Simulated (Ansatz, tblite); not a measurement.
# The cluster TiF3: charged states by level of theory

One table from this session's results is given with a row withheld; the runs are named, their logs left out.

The runs use Ansatz 0.2.0, Gaussian basis; as each input shows.

Levels to be run: charge +1 singlet, at the geometry of the doublet (PBE0-D4/def2-TZVP, PBE-D4/def2-TZVP, r2SCAN-D4/def2-TZVP, revPBE-D4/def2-TZVP, HSE06-D4/def2-TZVP, ωB97X-V/def2-TZVP, CAM-B3LYP-D4/def2-TZVP, ωB97M-V/def2-TZVP, CCSD(T)/def2-TZVPP); charge +1 singlet, relaxed (PBE0-D4/def2-TZVP, PBE-D4/def2-TZVP); charge -1 singlet, at the geometry of the doublet (PBE0-D4/def2-TZVPD, PBE-D4/def2-TZVPD, r2SCAN-D4/def2-TZVPD); charge -1 singlet, relaxed (PBE0-D4/def2-TZVPD, PBE-D4/def2-TZVPD); the starting doublet's energies come from earlier runs.

## The geometry

The geometry is that of the doublet, from an earlier relaxation (PBE0-D4/def2-TZVP). At that level it is the lowest of the isomers that a small search found.

4 atoms, charge 0, spin multiplicity 2.

Atoms are counted from 1 here; the program's logs count them from 0.

Bond lengths: Ti1–F2 1.769 Å, Ti1–F3 1.769 Å, Ti1–F4 1.769 Å. Angles: F2–Ti1–F3 120.0°, F2–Ti1–F4 120.0°, F3–Ti1–F4 120.0°.

No spin-orbit coupling is included.

Set-up of the first run:

in.yaml

```yaml
crystal:
  periodic: [false, false, false]
  atoms:
    - {symbol: Ti, position_ang: [0.003937, -0.002318, 0.002565]}
    - {symbol: F, position_ang: [0.457685, -0.880425, -1.464956]}
    - {symbol: F, position_ang: [-1.177187, -0.698953, 1.120666]}
    - {symbol: F, position_ang: [0.715576, 1.581696, 0.341724]}
basis:
  gaussian: {orbitals: def2-SVP}
total_charge: 1
hamiltonian: {xc: pbe0, dispersion: d4}
output: {orbitals: {seedname: orbitals}}
```

Run with:

```bash
ansatz run in.yaml --threads 2 --pin off --events-out ev --progress --plain --max-ram 4352MiB
```

Among the steps run: Charge +1 singlet at the fixed geometry, first pass, PBE0-D4/def2-SVP; Charge +1 singlet at the fixed geometry, PBE0-D4/def2-TZVP; Charge +1 singlet at the fixed geometry, PBE-D4/def2-TZVP; Charge +1 singlet at the fixed geometry, r2SCAN-D4/def2-TZVP; Charge +1 singlet at the fixed geometry, revPBE-D4/def2-TZVP; Charge +1 singlet at the fixed geometry, HSE06-D4/def2-TZVP; Charge +1 singlet at the fixed geometry, ωB97X-V/def2-TZVP; Charge +1 singlet at the fixed geometry, CAM-B3LYP-D4/def2-TZVP; Charge +1 singlet at the fixed geometry, ωB97M-V/def2-TZVP; Charge +1 singlet at the fixed geometry, CCSD(T)/def2-TZVPP.

One table of the session follows, with a row left open; its other results are not shown here.

Beside −ε(HOMO) of the starting state (over both spins):

| level | −ε(HOMO) (eV) | by difference (eV) | mismatch (eV) |
| --- | --- | --- | --- |
| PBE-D4/def2-TZVP | 5.30 | 9.10 | -3.80 |
| revPBE-D4/def2-TZVP | 5.24 | 9.01 | -3.77 |
| r2SCAN-D4/def2-TZVP | ? | ? | ? |
| PBE0-D4/def2-TZVP | 7.29 | 9.81 | -2.52 |
| HSE06-D4/def2-TZVP | 6.87 | 9.79 | -2.92 |
| CAM-B3LYP-D4/def2-TZVP | 8.89 | 10.12 | -1.23 |
| ωB97X-V/def2-TZVP | 9.77 | 9.87 | -0.10 |
| ωB97M-V/def2-TZVP | 9.76 | 9.87 | -0.11 |

Estimate the missing values for r2SCAN-D4/def2-TZVP.

As computed: −ε(HOMO) (eV): 5.83; by difference (eV): 9.41; mismatch (eV): -3.58. In the column «−ε(HOMO) (eV)» it lies between PBE-D4/def2-TZVP (5.30) and HSE06-D4/def2-TZVP (6.87).
